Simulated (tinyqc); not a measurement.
Inside a calculation. Method: Pariser-Parr-Pople SCF with singles CI, for the molecule c1cc[cH-]c1 (SMILES; centres numbered as the heavy atoms are written). One step of it, computed by the program tinyqc.

Question. Iteration 1: Fock matrix. F_rr = H_rr + P_rr gamma_rr / 2 + sum_(s != r) P_ss gamma_rs; F_rs = H_rs - P_rs gamma_rs / 2; E = tr P (H + F) / 2 + core repulsion sum_(r<s) z_r z_s gamma_rs.

P at the start, order 1C, 2C, 3C, 4C, 5C:
$$\begin{pmatrix}
1.200000 & 0.647214 & -0.247214 & -0.247214 & 0.647214 \\
0.647214 & 1.200000 & 0.647214 & -0.247214 & -0.247214 \\
-0.247214 & 0.647214 & 1.200000 & 0.647214 & -0.247214 \\
-0.247214 & -0.247214 & 0.647214 & 1.200000 & 0.647214 \\
0.647214 & -0.247214 & -0.247214 & 0.647214 & 1.200000
\end{pmatrix}$$

core matrix H (eV), order 1C, 2C, 3C, 4C, 5C:
$$\begin{pmatrix}
-37.499670 & -2.390000 & 0.000000 & 0.000000 & -2.390000 \\
-2.390000 & -37.499032 & -2.390000 & 0.000000 & 0.000000 \\
0.000000 & -2.390000 & -37.502348 & -2.390000 & 0.000000 \\
0.000000 & 0.000000 & -2.390000 & -37.502348 & -2.390000 \\
-2.390000 & 0.000000 & 0.000000 & -2.390000 & -37.499032
\end{pmatrix}$$

repulsion gamma_rs (eV), order 1C, 2C, 3C, 4C, 5C:
$$\begin{pmatrix}
11.970000 & 7.799934 & 5.614901 & 5.614901 & 7.799934 \\
7.799934 & 11.970000 & 7.802187 & 5.614161 & 5.612751 \\
5.614901 & 7.802187 & 11.970000 & 7.801099 & 5.614161 \\
5.614901 & 5.614161 & 7.801099 & 11.970000 & 7.802187 \\
7.799934 & 5.612751 & 5.614161 & 7.802187 & 11.970000
\end{pmatrix}$$

Centres (angstrom, eV; a flat drawing with bonds scaled to 1.40 angstrom):
```
centre          x          y  core charge z          W   gamma_rr
1C       1.191000   0.000000              1  10.670000  11.970000
2C       0.368000   1.133000              1  10.670000  11.970000
3C      -0.963000   0.700000              1  10.670000  11.970000
4C      -0.963000  -0.700000              1  10.670000  11.970000
5C       0.368000  -1.133000              1  10.670000  11.970000
```

Give: F; pi energy.

Answer.

F (eV), order 1C, 2C, 3C, 4C, 5C:
$$\begin{pmatrix}
1.8779 & -4.9141 & 0.6940 & 0.6940 & -4.9141 \\
-4.9141 & 1.8778 & -4.9148 & 0.6939 & 0.6938 \\
0.6940 & -4.9148 & 1.8785 & -4.9145 & 0.6939 \\
0.6940 & 0.6939 & -4.9145 & 1.8785 & -4.9148 \\
-4.9141 & 0.6938 & 0.6939 & -4.9148 & 1.8778
\end{pmatrix}$$

pi energy = -64.2865 eV
